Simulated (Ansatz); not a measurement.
```yaml
crystal:
  periodic: [false, false, false]
  atoms:
    - {symbol: W, position_ang: [-0.148278, 0.000028, -0.000324]}
    - {symbol: C, position_ang: [1.858904, -0.000353, 0.004059]}
    - {symbol: H, position_ang: [2.447108, 0.914827, 0.002693]}
    - {symbol: H, position_ang: [2.446748, -0.915758, 0.007993]}
basis:
  gaussian: {orbitals: def2-TZVP}
magnetization: {spin_polarized: true, initial_magnetization: 4}
hamiltonian: {xc: pbe0}
relax: {f_tol: 0.004, max_steps: 80}
```

```sh
$ ansatz run in.yaml --threads 1 --pin off --events-out ev --progress --plain --max-ram 2176MiB
```

Steps of the relaxation (energy above the last step; positions in Å, forces in eV/Å):

```
4
step 1, 114.8 meV
W    -0.148    0.000    0.000    1.909    0.000    0.004
C     1.859    0.000    0.004   -2.036    0.000   -0.004
H     2.447    0.915    0.003    0.064    0.150    0.000
H     2.447   -0.916    0.008    0.064   -0.150    0.001
```

```
4
step 2, 2.0 meV
W    -0.076    0.000    0.000    0.260    0.000    0.001
C     1.835    0.000    0.004   -0.409    0.000   -0.001
H     2.423    0.919    0.003    0.075    0.075    0.000
H     2.423   -0.920    0.008    0.075   -0.075    0.000
```

```
4
step 3, 0.1 meV
W    -0.068    0.000    0.000   -0.040    0.000    0.000
C     1.830    0.000    0.004   -0.015    0.000    0.000
H     2.422    0.920    0.003    0.028    0.014    0.000
H     2.421   -0.921    0.008    0.028   -0.014    0.000
```

```
4
step 4, 0.0 meV
W    -0.070    0.000    0.000   -0.003    0.000    0.000
C     1.829    0.000    0.004   -0.010    0.000    0.000
H     2.423    0.920    0.003    0.006   -0.004    0.000
H     2.422   -0.921    0.008    0.006    0.004    0.000
```

```
4
step 5, 0.0 meV
W    -0.071    0.000    0.000    0.000    0.000    0.000
C     1.829    0.000    0.004   -0.001    0.000    0.000
H     2.423    0.919    0.003    0.001   -0.001    0.000
H     2.423   -0.920    0.008    0.001    0.001    0.000
```

Close pairs at the end: C2–H3 1.095 Å, C2–H4 1.095 Å, W1–C2 1.900 Å, W1–H4 2.658 Å, W1–H3 2.658 Å.

A stationary point of unrestricted PBE0 after 5 steps, with ⟨S²⟩ = 6.179 against 6.00 for a pure state; no frequencies were run, so it isn't proven a minimum. 15 s on 1 thread of AMD EPYC 7R43, shared host.
